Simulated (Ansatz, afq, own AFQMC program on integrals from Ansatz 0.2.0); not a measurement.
AFQMC on a folder of integrals that Ansatz 0.2.0 wrote.

```yaml
crystal:
  periodic: [false, false, false]
  atoms:
    - {symbol: F, position_ang: [0.000000, 0.000000, 1.624533]}
    - {symbol: Al, position_ang: [0.000000, 0.000000, -0.006267]}
    - {symbol: S, position_ang: [0.000000, 0.000000, -1.618267]}
basis:
  gaussian: {orbitals: cc-pVDZ}
magnetization: {spin_polarized: false}
correlation: {method: ccsd_t, electrons: outside_noble_gas, hamiltonian_folder: ham}
```

```sh
$ ansatz run in.yaml --threads 1 --pin off --events-out ev --progress --plain --max-ram 1382MiB
```

Options of the walk:

```
--method phaseless --trial hf --walkers 120 --populations 1 --least-time 40 --time-step 0.005 --steps-per-block 20 --equilibration-blocks 112 --max-blocks 600 --target-error 0.00144 --factor-cut 1e-05 --seed 3301 --taylor-order 6
```

Times are imaginary, in 1/Eh. The walk had a cap of 775 s.

afq prints:

```
orbitals 39  electrons 8 8  factors 291 of 501
reference energy -738.84396886 Eh
CCSD correlation -0.37279175 Eh in 10 cycles, weight of the determinant in the CISD state 0.8754
energy of the start -738.843969 Eh
 block  time / (1/Eh)  mean weight  energy / Eh
     1     0.100  1.0021  -738.952516
     2     0.200  1.0047  -739.032222
     3     0.300  1.0052  -739.086362
     4     0.400  1.0005  -739.101969
     5     0.500  1.0009  -739.134227
     8     0.800  1.0016  -739.173806
    18     1.800  0.9984  -739.199448
    52     5.200  0.9978  -739.184939
    69     6.900  1.0029  -739.263576
   120    12.000  1.0019  -739.204438
   171    17.100  1.0003  -739.207232
   222    22.200  0.9997  -739.207045
   273    27.300  0.9983  -739.246774
   324    32.400  1.0018  -739.211090
   375    37.500  1.0000  -739.258193
   426    42.600  1.0014  -739.227191
   477    47.700  1.0010  -739.210867
   528    52.800  0.9986  -739.210735
   579    57.900  1.0019  -739.250715
   630    63.000  1.0012  -739.295359
   681    68.100  1.0006  -739.255421
   698    69.800  1.0009  -739.252564
blocks merged  error / Eh  count
     1  0.001158  600
     2  0.001503  300
     4  0.001910  150
     8  0.002495  75
    16  0.002957  37
    32  0.003137  18
    64  0.004044  9
energy -739.230647 +/- 0.003137 Eh
(rows thinned)
```

The run passed its tests (sampling time, drift between the halves within three errors, error under three times the target), which doesn't prove that it has relaxed. The second half of the sampling lies below the first by 1.8 errors of their difference, so the energy may still be moving and its error bar be too small.

Against this walk (error 85.4 meV) on the same determinant: CCSD(T) 154.6 meV higher (within the noise), the released energy of a separate walk with a CISD trial 90.3 ± 90.2 meV higher (within the noise), a separate phaseless walk with a CISD trial and standard settings 128.3 ± 86.7 meV higher (within the noise). The error is statistical and leaves out the bias of the constraint.

Cautions: constraint bias not in the error; error above the target (85.4 against 39.2 meV).

The walk took 5.3 min on 1 thread of Arm Neoverse N1 (shared host). The log's last line is the phaseless energy.

A walk keeps the symmetry of its determinant, which the program's search chose and which needn't be the lowest solution, so a lower state of the same spin and another symmetry isn't excluded.
